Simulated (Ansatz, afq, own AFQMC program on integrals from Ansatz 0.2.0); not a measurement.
Integrals from Ansatz 0.2.0, then the random walk in our own AFQMC program (afq).

```yaml
crystal:
  periodic: [false, false, false]
  atoms:
    - {symbol: B, position_ang: [-2.631605, 0.000000, 0.000000]}
    - {symbol: H, position_ang: [-3.228338, 1.033571, 0.000000]}
    - {symbol: H, position_ang: [-3.228338, -1.033571, 0.000000]}
    - {symbol: H, position_ang: [-1.180605, 0.000000, 0.000000]}
    - {symbol: Br, position_ang: [0.452395, 0.000000, 0.000000]}
basis:
  gaussian: {orbitals: cc-pVTZ}
magnetization: {spin_polarized: true, initial_magnetization: 1}
correlation: {method: ccsd_t, electrons: outside_noble_gas, hamiltonian_folder: ham}
```

```sh
$ ansatz run in.yaml --threads 1 --pin off --events-out ev --progress --plain --max-ram 24576MiB --backend cuda --devices 0, --max-vram 18GiB
```

afq runs on the folder ham with

```
--method phaseless --trial cisd --walkers 900 --populations 20 --least-time 60 --time-step 0.005 --steps-per-block 50 --equilibration-blocks 28 --max-blocks 4000 --target-error 0.00021 --factor-cut 1e-05 --start spin_pure --seed 4310 --release-times 0.24,0.51,0.99,1.62,2.4 --release-step 0.03 --release-every 3 --taylor-order 6
```

Times are imaginary, in 1/Eh. The walk had a cap of 231 s. With eight or more populations the least sampling time is a fifth of least-time, and the error comes from their spread. Filled inner d shells are frozen with the cores.

Output of the walk:

```
orbitals 100  electrons 7 6  factors 621 of 680
reference energy -2598.80834420 Eh
CCSD correlation -0.30480823 Eh in 11 cycles, weight of the determinant in the CISD state 0.8712
energy of the start -2599.111521 Eh
 block  time / (1/Eh)  mean weight  energy / Eh
     1     0.250  0.9997  -2599.107779
     2     0.500  1.0003  -2599.111521
     3     0.750  1.0001  -2599.114515
     4     1.000  1.0004  -2599.116870
     5     1.250  0.9998  -2599.119215
     9     2.250  0.9997  -2599.124791
    19     4.750  1.0010  -2599.122824
    22     5.500  0.9994  -2599.122297
    31     7.750  0.9994  -2599.126305
    43    10.750  1.0006  -2599.123848
    55    13.750  1.0001  -2599.123613
    64    16.000  1.0000  -2599.126659
    67    16.750  0.9996  -2599.124390
    79    19.750  0.9989  -2599.124156
    91    22.750  0.9996  -2599.122792
   103    25.750  1.0004  -2599.123248
   115    28.750  1.0004  -2599.124965
   127    31.750  1.0003  -2599.123875
error from the spread of 20 populations
released: time / (1/Eh)  energy / Eh  error  mean overlap
  0.24  -2599.124420  0.000151  0.9929
  0.51  -2599.124395  0.000145  0.9925
  0.99  -2599.124617  0.000142  0.9836
  1.62  -2599.124772  0.000249  0.9796
  2.40  -2599.124807  0.000236  0.9583
energy -2599.124171 +/- 0.000197 Eh
(rows thinned)
```

The run passed its tests (sampling time, drift between the halves within three errors, error under three times the target), which doesn't prove that it has relaxed.

Against this walk (error 5.4 meV) on the same determinant: CCSD(T) 28.4 meV higher. The error is statistical and leaves out the bias of the constraint. Released to 2.40 1/Eh the energy lies 17 ± 8 meV (both errors) below the phaseless value, which shows part or all of the bias of the constraint, and CCSD(T) lies 45.8 meV above the released value.

Cautions: constraint bias not in the error; no relativity below Rb; no spin-orbit coupling; inner d shell frozen.

The walk took 120 s on 1 × NVIDIA H100 80GB HBM3 with 2 threads of AMD EPYC 7R13 Processor (Zen 3), with other jobs on the host (the card was shared). The log's last line is the phaseless energy.

A walk keeps the symmetry of its determinant, which the program's search chose and which needn't be the lowest solution, so a lower state of the same spin and another symmetry isn't excluded.
